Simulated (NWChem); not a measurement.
## Correlation energy of B (+1)

```
B
```
Charge +1, spin multiplicity 1.

Program: NWChem.

Basis set: cc-pVQZ. Each correlation energy counts from its own Hartree-Fock reference.

| method | correlation energy (mHa) |
|---|---|
| CR-CCSD[T] | -61.0 |
| CCSDT | -61.0 |
| MP2 | -38.0 |
| RI-MP2 | -38.0 |
| SCS-MP2 | -45.7 |
| CCSD | -61.0 |
| CR-CCSD(T) | -61.0 |

The values span 22.9 mHa, from CCSD (lowest) to RI-MP2 (highest). 

The correlated methods keep 1 core orbital frozen. Coupled-cluster values serve here as a point of comparison, not as the truth.
